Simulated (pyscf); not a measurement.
## Substitution at Si: H₃Si–Cl (SMILES [SiH3]Cl) + H• (SMILES [H]) → H₃Si–Cl (SMILES [SiH3]Cl) + H• (SMILES [H])

Gas phase, doublet surface, charge 0. Bonds broken: Si1–H2. Bonds formed: Si1–H6. PySCF, gas phase, ωB97X-D3(BJ)/def2-SVP geometries. MP2 and CC: frozen core, UHF for open shells. ΔMP2 is the change of the MP2 total energy from the triple- to the quadruple-zeta basis.

Transition state (Å):

```xyz
6

Si    -0.9930     0.2906    -0.7042
H     -0.6631     0.1851     0.8741
H     -0.6349    -0.9990    -1.3453
H     -2.4517     0.2768    -0.3586
Cl    -0.9418     1.8827    -2.0641
H      0.4661     0.7147    -0.1577
```

One imaginary mode, 466i cm⁻¹; descent along it reached the two sides named.

```json
[
 {"bond": "Si1–H2", "change": "breaks", "reactant side (Å)": "1.486", "saddle": "1.616", "product side": "5.0"},
 {"bond": "Si1–H6", "change": "forms", "reactant side (Å)": "3.7", "saddle": "1.615", "product side": "1.486"}
]
```

Electronic energies relative to the separated reactants (kJ/mol):

| level | barrier | reaction energy | reverse barrier |
|---|---|---|---|
| ωB97X-D3(BJ)/def2-TZVP | 48.4 | 0.0 | 48.4 |
| PBE/def2-TZVP | 22.5 | 0.0 | 22.5 |
| r²SCAN/def2-TZVP | 20.7 | 0.0 | 20.7 |
| B3LYP-D3(BJ)/def2-TZVP | 32.3 | 0.0 | 32.3 |
| PBE0-D3(BJ)/def2-TZVP | 33.6 | 0.0 | 33.6 |
| M06-2X/def2-TZVP | 52.9 | 0.0 | 52.9 |
| ωB97M-D3(BJ)/def2-TZVP | 48.0 | 0.0 | 48.0 |
| HF/def2-TZVP | 115.5 | 0.0 | 115.5 |
| MP2/def2-QZVPP | 69.1 | 0.0 | 69.1 |
| CCSD/def2-TZVPP | 60.5 | 0.0 | 60.5 |
| CCSD(T)/def2-TZVPP | 56.3 | 0.0 | 56.3 |
| CCSD(T)/def2-TZVPP + ΔMP2(QZVPP) | 53.3 | 0.0 | 53.3 |

With CCSD(T)/def2-TZVPP + ΔMP2(QZVPP) energies and thermal terms (ideal gas, 1 atm, RRHO with modes under 100 cm⁻¹ raised to 100, one conformer, R ln 2 for rigid chiral ones), in kJ/mol:

| T (K) | ΔH‡ | ΔG‡ | ΔH | ΔG |
|---|---|---|---|---|
| 298 | 53.4 | 79.1 | 0.0 | 0.0 |
| 600 | 50.5 | 106.3 | 0.0 | 0.0 |
| 900 | 48.8 | 134.6 | 0.0 | 0.0 |
| 1200 | 47.5 | 163.5 | 0.0 | 0.0 |

The same reactants have a lower exit, to •H₂Si–Cl + H₂ (barrier +20.8 kJ/mol at ωB97M-D3(BJ), against +48.0 kJ/mol here). This is the saddle that the search found; another between the same sides may lie lower. The angle at the attacked Si is 60° (front-side attack). The CCSD(T) − MP2 part came from Ansatz, without density fitting, on the same reference.
